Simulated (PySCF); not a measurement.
Spectrum to structure. Method used: PySCF 2.14.0, density-fitted response routines, TDDFT CAM-B3LYP/def2-SVPD, vertical, gas phase, core orbitals frozen in the response. Geometries: PBE0-D3(BJ)/def2-SVP, one conformer each.

```tsv
state	E (eV)	λ (nm)	f
S1	6.36	195.0	0.0063
S2	6.71	184.7	0.017
S3	6.96	178.2	0.011
S4	7.56	163.9	0.017
S5	7.62	162.6	0.020
S6	7.66	161.9	0.0029
S7	7.98	155.3	0.0030
S8	8.23	150.7	0.0052
S9	8.35	148.5	0.025
S10	8.44	146.9	0.018
```

Question: Which structure fits?
A. `CC(C)(C)NN`
B. `c1ncncn1`
C. `C(/CC)=C/C`

Answer: A. Its S1 lies at 6.36 eV; the nearest of the others has S1 at 6.77 eV. S1 is HOMO→LUMO (84%), HOMO→LUMO+3 (11%). Löwdin shares by element: HOMO nitrogen 70%, carbon 14% or more (atoms not listed hold the other 16%); LUMO carbon 37% or more, hydrogen 7% or more (atoms not listed hold the other 56%). At the same level the other candidates give, for their lowest levels:
- `c1ncncn1`: 4.74 eV (f 0.000); 4.83 eV (f 0.000 summed over 2 states); 4.86 eV (f 0.015); 6.34 eV (f 0.000); 7.24 eV (f 0.000); T1 4.22 eV; HOMO -9.60, LUMO -0.57 eV
- `C/C=C\CC`: 6.77 eV (f 0.026); 7.20 eV (f 0.393); 7.38 eV (f 0.105); 7.76 eV (f 0.026); 8.11 eV (f 0.000); T1 4.33 eV; HOMO -8.25, LUMO 1.39 eV

Conformer computed: `[CH3:1][C:2]([CH3:3])([CH3:4])[NH:5][NH2:6]`: C1–C2–N5–N6 63°, H–N6–N5–C2 36°, H–N6–N5–C2 -85°.
Triplets come from the Tamm–Dancoff approximation.

Without π bonds the low states are Rydberg-like; a valence basis with one diffuse set may place them up to an eV too high.
